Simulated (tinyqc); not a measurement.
Worked calculation: MP2 on RHF in the sto-3g basis, for HF, spin multiplicity 1. Computed by tinyqc, a small Python program that keeps every step (integrals from PySCF). Settings: charge = 0, multiplicity = 1, basis = sto-3g, method = RHF, energy threshold = 1e-10, iteration cap = 50, orthogonalisation = symmetric, start = atomic densities, DIIS depth = 6. Command: `OMP_NUM_THREADS=1 python tinyqc.py 30175 30176 out.jsonl` (the two numbers bound the seeds that draw the settings). One thread of a shared host (Intel(R) Xeon(R) Processor @ 2.60GHz), about 0.1 s of CPU time with the checks. The early iterations of the SCF are left out here.

## One-electron integrals

Geometry (angstrom):
```
atom         x         y         z
F     0.000000  0.000000  0.000000
H     0.000000  0.000000  0.846000
```

Basis sto-3g: exponents (1/bohr^2) and contraction coefficients of normalised primitives:
```
element  l (shell)    exponent  coefficient
F            s (1)  166.679130     0.154329
F            s (1)   30.360812     0.535328
F            s (1)    8.216821     0.444635
F            s (2)    6.464803    -0.099967
F            s (2)    1.502281     0.399513
F            s (2)    0.488588     0.700115
F            p (3)    6.464803     0.155916
F            p (3)    1.502281     0.607684
F            p (3)    0.488588     0.391957
H            s (1)    3.425251     0.154329
H            s (1)    0.623914     0.535328
H            s (1)    0.168855     0.444635
```

Overlap, kinetic and nuclear-attraction integrals over the contracted functions; the nuclear repulsion is the sum of Za Zb / Rab.

nuclear repulsion = 5.62954480 hartree

overlap S, order 1F 1s, 1F 2s, 1F 2px, 1F 2py, 1F 2pz, 2H 1s:
$$\begin{pmatrix}
1.000000 & 0.237990 & 0.000000 & 0.000000 & 0.000000 & 0.058477 \\
0.237990 & 1.000000 & 0.000000 & 0.000000 & 0.000000 & 0.497824 \\
0.000000 & 0.000000 & 1.000000 & 0.000000 & 0.000000 & 0.000000 \\
0.000000 & 0.000000 & 0.000000 & 1.000000 & 0.000000 & 0.000000 \\
0.000000 & 0.000000 & 0.000000 & 0.000000 & 1.000000 & 0.372523 \\
0.058477 & 0.497824 & 0.000000 & 0.000000 & 0.372523 & 1.000000
\end{pmatrix}$$

kinetic energy T (hartree), order 1F 1s, 1F 2s, 1F 2px, 1F 2py, 1F 2pz, 2H 1s:
$$\begin{pmatrix}
36.984577 & -0.212858 & 0.000000 & 0.000000 & 0.000000 & 0.006551 \\
-0.212858 & 1.037995 & 0.000000 & 0.000000 & 0.000000 & 0.170433 \\
0.000000 & 0.000000 & 3.248015 & 0.000000 & 0.000000 & 0.000000 \\
0.000000 & 0.000000 & 0.000000 & 3.248015 & 0.000000 & 0.000000 \\
0.000000 & 0.000000 & 0.000000 & 0.000000 & 3.248015 & 0.334504 \\
0.006551 & 0.170433 & 0.000000 & 0.000000 & 0.334504 & 0.760032
\end{pmatrix}$$

nuclear attraction V (hartree), order 1F 1s, 1F 2s, 1F 2px, 1F 2py, 1F 2pz, 2H 1s:
$$\begin{pmatrix}
-77.635085 & -9.325673 & 0.000000 & 0.000000 & -0.017690 & -2.367865 \\
-9.325673 & -12.158501 & 0.000000 & 0.000000 & -0.206373 & -4.805755 \\
0.000000 & 0.000000 & -12.018628 & 0.000000 & 0.000000 & 0.000000 \\
0.000000 & 0.000000 & 0.000000 & -12.018628 & 0.000000 & 0.000000 \\
-0.017690 & -0.206373 & 0.000000 & 0.000000 & -12.159759 & -3.225551 \\
-2.367865 & -4.805755 & 0.000000 & 0.000000 & -3.225551 & -6.539706
\end{pmatrix}$$

core Hamiltonian H = T + V (hartree), order 1F 1s, 1F 2s, 1F 2px, 1F 2py, 1F 2pz, 2H 1s:
$$\begin{pmatrix}
-40.650508 & -9.538530 & 0.000000 & 0.000000 & -0.017690 & -2.361315 \\
-9.538530 & -11.120506 & 0.000000 & 0.000000 & -0.206373 & -4.635322 \\
0.000000 & 0.000000 & -8.770614 & 0.000000 & 0.000000 & 0.000000 \\
0.000000 & 0.000000 & 0.000000 & -8.770614 & 0.000000 & 0.000000 \\
-0.017690 & -0.206373 & 0.000000 & 0.000000 & -8.911744 & -2.891047 \\
-2.361315 & -4.635322 & 0.000000 & 0.000000 & -2.891047 & -5.779674
\end{pmatrix}$$

## Two-electron integrals

Functions are numbered as in S; the eight-fold symmetry (ij|kl) = (ji|kl) = (kl|ij) leaves the list below.

Two-electron integrals (ij|kl) in chemists' order, unique and non-zero (hartree):
```
(11|11) 5.403501   (21|11) 0.841920   (21|21) 0.156299   (22|11) 1.268028
(22|21) 0.292344   (22|22) 0.926167   (31|31) 0.027998   (32|31) 0.043169
(32|32) 0.204588   (33|11) 1.264502   (33|21) 0.292403   (33|22) 0.925959
(33|33) 0.997514   (41|41) 0.027998   (42|41) 0.043169   (42|42) 0.204588
(43|43) 0.053770   (44|11) 1.264502   (44|21) 0.292403   (44|22) 0.925959
(44|33) 0.889973   (44|44) 0.997514   (51|51) 0.027998   (52|51) 0.043169
(52|52) 0.204588   (53|53) 0.053770   (54|54) 0.053770   (55|11) 1.264502
(55|21) 0.292403   (55|22) 0.925959   (55|33) 0.889973   (55|44) 0.889973
(55|55) 0.997514   (61|11) 0.210784   (61|21) 0.038748   (61|22) 0.071842
(61|33) 0.071740   (61|44) 0.071740   (61|51) 0.001548   (61|52) 0.002884
(61|55) 0.072055   (61|61) 0.009701   (62|11) 0.480728   (62|21) 0.112093
(62|22) 0.390162   (62|33) 0.384858   (62|44) 0.384858   (62|51) 0.007487
(62|52) 0.056010   (62|55) 0.400409   (62|61) 0.028089   (62|62) 0.194240
(63|31) 0.012363   (63|32) 0.070854   (63|53) 0.012063   (63|63) 0.030373
(64|41) 0.012363   (64|42) 0.070854   (64|54) 0.012063   (64|64) 0.030373
(65|11) 0.302965   (65|21) 0.071628   (65|22) 0.267172   (65|33) 0.255355
(65|44) 0.255355   (65|51) 0.016631   (65|52) 0.108040   (65|55) 0.290514
(65|61) 0.018784   (65|62) 0.162982   (65|65) 0.166410   (66|11) 0.589340
(66|21) 0.139657   (66|22) 0.555615   (66|33) 0.535991   (66|44) 0.535991
(66|51) 0.013054   (66|52) 0.132392   (66|55) 0.594217   (66|61) 0.035298
(66|62) 0.336338   (66|65) 0.327900   (66|66) 0.774606
```

## Orthogonalisation

S = U s U^T; symmetric (Loewdin) form X = U s^(-1/2) U^T, so that X^T S X = 1.

eigenvalues of S: [0.363197, 0.846336, 1.000000, 1.000000, 1.119761, 1.670707]

X, order 1F 1s, 1F 2s, 1F 2px, 1F 2py, 1F 2pz, 2H 1s:
$$\begin{pmatrix}
1.023500 & -0.135735 & 0.000000 & 0.000000 & -0.009002 & 0.024864 \\
-0.135735 & 1.159851 & 0.000000 & 0.000000 & 0.100974 & -0.343250 \\
0.000000 & 0.000000 & 1.000000 & 0.000000 & 0.000000 & 0.000000 \\
0.000000 & 0.000000 & 0.000000 & 1.000000 & 0.000000 & 0.000000 \\
-0.009002 & 0.100974 & 0.000000 & 0.000000 & 1.074055 & -0.252551 \\
0.024864 & -0.343250 & 0.000000 & 0.000000 & -0.252551 & 1.207579
\end{pmatrix}$$

## Starting guess

The start is atomic minimal-basis densities projected into this basis (PySCF's MINAO start) and scaled to the electron count of each spin; this density is not idempotent, so its energy is not variational and may lie below the converged one.

D at the start, order 1F 1s, 1F 2s, 1F 2px, 1F 2py, 1F 2pz, 2H 1s:
$$\begin{pmatrix}
2.156740 & -0.502992 & 0.000000 & 0.000000 & 0.018277 & -0.017781 \\
-0.502992 & 2.130465 & 0.000000 & 0.000000 & -0.106978 & 0.032060 \\
0.000000 & 0.000000 & 1.637218 & 0.000000 & 0.000000 & 0.000000 \\
0.000000 & 0.000000 & 0.000000 & 1.637218 & 0.000000 & 0.000000 \\
0.018277 & -0.106978 & 0.000000 & 0.000000 & 1.495371 & 0.158479 \\
-0.017781 & 0.032060 & 0.000000 & 0.000000 & 0.158479 & 1.034487
\end{pmatrix}$$

## Iteration 7 (converged): orbitals

converged F (hartree), order 1F 1s, 1F 2s, 1F 2px, 1F 2py, 1F 2pz, 2H 1s:
$$\begin{pmatrix}
-25.884166 & -6.623001 & 0.000000 & 0.000000 & -0.027338 & -1.649978 \\
-6.623001 & -3.061794 & 0.000000 & 0.000000 & -0.131554 & -1.305350 \\
0.000000 & 0.000000 & -0.467342 & 0.000000 & 0.000000 & 0.000000 \\
0.000000 & 0.000000 & 0.000000 & -0.467342 & 0.000000 & 0.000000 \\
-0.027338 & -0.131554 & 0.000000 & 0.000000 & -0.417769 & -0.617581 \\
-1.649978 & -1.305350 & 0.000000 & 0.000000 & -0.617581 & -0.717971
\end{pmatrix}$$

Diagonalise F' = X^T F X, C = X C', fill 5 alpha and 5 beta electrons from the bottom; D = 2 C_occ C_occ^T. Each column has its largest component positive (the first on a tie).

F' = X^T F X (hartree):
$$\begin{pmatrix}
-25.406433 & -3.416132 & 0.000000 & 0.000000 & -0.053364 & -0.277218 \\
-3.416132 & -1.700919 & 0.000000 & 0.000000 & 0.110335 & -0.669309 \\
0.000000 & 0.000000 & -0.467342 & 0.000000 & 0.000000 & 0.000000 \\
0.000000 & 0.000000 & 0.000000 & -0.467342 & 0.000000 & 0.000000 \\
-0.053364 & 0.110335 & 0.000000 & 0.000000 & -0.182895 & -0.626257 \\
-0.277218 & -0.669309 & 0.000000 & 0.000000 & -0.626257 & -0.000035
\end{pmatrix}$$

orbital energies (hartree): MO1 -25.894221, MO2 -1.497009, MO3 -0.605494, MO4 -0.467342, MO5 -0.467342, MO6 0.706442

coefficients C, order 1F 1s, 1F 2s, 1F 2px, 1F 2py, 1F 2pz, 2H 1s:
$$\begin{pmatrix}
0.994599 & -0.246225 & 0.090253 & 0.000000 & 0.000000 & 0.093148 \\
0.023492 & 0.914657 & -0.478517 & 0.000000 & 0.000000 & -0.652354 \\
0.000000 & 0.000000 & 0.000000 & 0.999883 & 0.015303 & 0.000000 \\
0.000000 & 0.000000 & 0.000000 & -0.015303 & 0.999883 & 0.000000 \\
0.003573 & 0.114837 & 0.711669 & 0.000000 & 0.000000 & -0.841416 \\
-0.006728 & 0.172611 & 0.495079 & 0.000000 & 0.000000 & 1.168557
\end{pmatrix}$$

D after iteration 7, order 1F 1s, 1F 2s, 1F 2px, 1F 2py, 1F 2pz, 2H 1s:
$$\begin{pmatrix}
2.115999 & -0.490069 & 0.000000 & 0.000000 & 0.079016 & -0.009022 \\
-0.490069 & 2.132255 & 0.000000 & 0.000000 & -0.470850 & -0.158364 \\
0.000000 & 0.000000 & 2.000000 & 0.000000 & 0.000000 & 0.000000 \\
0.000000 & 0.000000 & 0.000000 & 2.000000 & 0.000000 & 0.000000 \\
0.079016 & -0.470850 & 0.000000 & 0.000000 & 1.039345 & 0.744261 \\
-0.009022 & -0.158364 & 0.000000 & 0.000000 & 0.744261 & 0.549886
\end{pmatrix}$$

Within a degenerate level the vectors are fixed only up to a rotation; this is one choice.

## Convergence

Stop when the energy changes by less than 1e-10 hartree and every element of the error matrix X^T (F D S - S D F) X is below 3e-06.

Course of the cycle:
```
iteration   E (hartree)     change  largest element of the error matrix
1          -99.56437247          -                             1.59e+00
2          -98.52931754   1.04e+00                             2.12e-01
3          -98.55271678  -2.34e-02                             3.08e-02
4          -98.55345169  -7.35e-04                             3.51e-03
5          -98.55345897  -7.28e-06                             1.05e-04
6          -98.55345898  -4.74e-09                             1.74e-06
7          -98.55345898  -1.38e-12                             1.15e-08
```

PySCF RHF in the same basis = -98.55345898 hartree

Converged in 7 iterations.

## Populations, bond orders and dipole

Mulliken: Z minus the diagonal of D S on the atom; Loewdin: the same with S^(1/2) D S^(1/2); Mayer order: 2 sum_s sum (D(s) S)_ij (D(s) S)_ji over the two atoms.

Charges (e):
```
atom   Mulliken    Loewdin
1F    -0.252225  -0.174638
2H     0.252225   0.174638
```

Mayer bond orders:
```
pair     order
2-1   0.936383
```

dipole moment about the origin, x y z (debye): [0.000000, 0.000000, 1.359187]

## Integrals over molecular orbitals

(pq|rs) = sum C_ip C_jq C_kr C_ls (ij|kl), one index at a time.

one-electron integrals over orbitals h = C^T H C (hartree):
$$\begin{pmatrix}
-40.631771 & 0.694700 & -0.244948 & 0.000000 & 0.000000 & -0.254996 \\
0.694700 & -9.181143 & 0.532409 & 0.000000 & 0.000000 & 1.329628 \\
-0.244948 & 0.532409 & -7.897454 & 0.000000 & 0.000000 & 1.710356 \\
0.000000 & 0.000000 & 0.000000 & -8.770614 & 0.000000 & 0.000000 \\
0.000000 & 0.000000 & 0.000000 & 0.000000 & -8.770614 & 0.000000 \\
-0.254996 & 1.329628 & 1.710356 & 0.000000 & 0.000000 & -6.113128
\end{pmatrix}$$

Two-electron integrals over orbitals (pq|rs), unique and non-zero (hartree):
```
(11|11) 5.361406    (21|11) -0.496553   (21|21) 0.073029    (22|11) 1.188625
(22|21) -0.018064   (22|22) 0.859404    (31|11) 0.182012    (31|21) -0.023866
(31|22) 0.016476    (31|31) 0.025976    (32|11) -0.142235   (32|21) 0.010010
(32|22) -0.000140   (32|31) 0.021029    (32|32) 0.158415    (33|11) 1.050596
(33|21) -0.012722   (33|22) 0.770555    (33|31) -0.007258   (33|32) -0.064541
(33|33) 0.809403    (41|41) 0.029640    (42|41) 0.038540    (42|42) 0.176825
(43|41) -0.013109   (43|42) -0.047440   (43|43) 0.054057    (44|11) 1.263996
(44|21) -0.014132   (44|22) 0.872866    (44|31) 0.005259    (44|32) -0.075501
(44|33) 0.783190    (44|44) 0.997514    (51|51) 0.029640    (52|51) 0.038540
(52|52) 0.176825    (53|51) -0.013109   (53|52) -0.047440   (53|53) 0.054057
(54|54) 0.053770    (55|11) 1.263996    (55|21) -0.014132   (55|22) 0.872866
(55|31) 0.005259    (55|32) -0.075501   (55|33) 0.783190    (55|44) 0.889973
(55|55) 0.997514    (61|11) 0.190103    (61|21) -0.030946   (61|22) -0.001457
(61|31) -0.006625   (61|32) -0.025332   (61|33) 0.015701    (61|44) 0.005090
(61|55) 0.005090    (61|61) 0.028570    (62|11) -0.277601   (62|21) 0.005671
(62|22) -0.141463   (62|31) -0.020346   (62|32) -0.032620   (62|33) -0.049552
(62|44) -0.141803   (62|55) -0.141803   (62|61) 0.013934    (62|62) 0.101084
(63|11) -0.328242   (63|21) 0.005932    (63|22) -0.137765   (63|31) 0.002525
(63|32) 0.091416    (63|33) -0.134640   (63|44) -0.176045   (63|55) -0.176045
(63|61) -0.006668   (63|62) 0.061786    (63|63) 0.153822    (64|41) -0.012121
(64|42) -0.046912   (64|43) -0.010615   (64|64) 0.032548    (65|51) -0.012121
(65|52) -0.046912   (65|53) -0.010615   (65|65) 0.032548    (66|11) 0.901075
(66|21) -0.008636   (66|22) 0.698151    (66|31) 0.018170    (66|32) 0.078812
(66|33) 0.668471    (66|44) 0.658187    (66|55) 0.658187    (66|61) -0.010243
(66|62) -0.069888   (66|63) -0.010404   (66|66) 0.720283
```

## Second-order Moller-Plesset energy

Hartree-Fock energy = -98.55345898 hartree

E2 = sum_ijab (ia|jb) [2 (ia|jb) - (ib|ja)] / (e_i + e_j - e_a - e_b) over occupied i, j and virtual a, b; the opposite-spin part is (ia|jb)^2 / denominator, the rest is same-spin, and SCS-MP2 scales them by 6/5 and 1/3.

Terms:
```
i  j  a  b    (ia|jb)    (ib|ja)  denominator       term
3  3  6  6   0.153822   0.153822    -2.623872  -0.009018
2  2  6  6   0.101084   0.101084    -4.406902  -0.002319
2  3  6  6   0.061786   0.061786    -3.515387  -0.001086
3  2  6  6   0.061786   0.061786    -3.515387  -0.001086
5  5  6  6   0.032548   0.032548    -2.347568  -0.000451
4  4  6  6   0.032548   0.032548    -2.347568  -0.000451
1  1  6  6   0.028570   0.028570   -53.201327  -0.000015
2  1  6  6   0.013934   0.013934   -28.804114  -0.000007
1  2  6  6   0.013934   0.013934   -28.804114  -0.000007
1  3  6  6  -0.006668  -0.006668   -27.912600  -1.59e-06
3  1  6  6  -0.006668  -0.006668   -27.912600  -1.59e-06
```

Pair energies (hartree; pair i-j sums ij and ji):
```
pair  opposite spin  same spin
1-1       -0.000015   0.000000
2-1       -0.000013   0.000000
2-2       -0.002319   0.000000
3-1       -3.19e-06   0.000000
3-2       -0.002172   0.000000
3-3       -0.009018   0.000000
4-4       -0.000451   0.000000
5-5       -0.000451   0.000000
```

MP2 correlation energy = -0.01444276 hartree

SCS-MP2 correlation energy = -0.01733131 hartree

MP2 total energy = -98.56790174 hartree
